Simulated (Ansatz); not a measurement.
High-frequency dielectric constant of solids drawn from the class of oxides, at two levels: PBE in Ansatz (PAW), and r²SCAN in Ansatz (PAW).

```json
[
 {"solid": "corundum Ga2O3 (metastable phase)", "PBE": "4.52", "r²SCAN": "4.00", "shift (%)": "-11.5"},
 {"solid": "cubic perovskite BaZrO3", "PBE": "4.87", "r²SCAN": "4.48", "shift (%)": "-8.0"},
 {"solid": "rock-salt CaO", "PBE": "3.79", "r²SCAN": "3.52", "shift (%)": "-7.1"},
 {"solid": "A-type hexagonal La2O3", "PBE": "4.77", "r²SCAN": "4.45", "shift (%)": "-6.7"},
 {"solid": "rock-salt SrO", "PBE": "3.79", "r²SCAN": "3.52", "shift (%)": "-7.1"},
 {"solid": "rutile TiO2", "PBE": "7.85", "r²SCAN": "7.00", "shift (%)": "-10.8"},
 {"solid": "stishovite (SiO2)", "PBE": "3.48", "r²SCAN": "3.26", "shift (%)": "-6.3"},
 {"solid": "rock-salt MgO", "PBE": "3.24", "r²SCAN": "3.00", "shift (%)": "-7.4"},
 {"solid": "cubic perovskite BaHfO3", "PBE": "4.67", "r²SCAN": "4.33", "shift (%)": "-7.3"},
 {"solid": "SiO2 (P4₁2₁2, No. 92)", "PBE": "2.23", "r²SCAN": "2.20", "shift (%)": "-1.3"}
]
```

The shifts run from -11.5 % to -1.3 %, with a median of -7.2 %.

Of 10 rows, r²SCAN is the larger in 0 and the smaller in 10.

Database compounds that came out metallic weren't drawn.

Ansatz's runs of these crystals have no spin polarisation.

Spin–orbit coupling is left out, also for the solids with elements from indium on (cubic perovskite BaZrO3, A-type hexagonal La2O3, cubic perovskite BaHfO3); its size isn't shown.

Each level is taken at its own relaxed cell. Ansatz's density-functional and Hartree–Fock values are scalar-relativistic unless marked +SOC, with PAW data made under PBE.

Ansatz is a quantum-chemistry and plane-wave program.
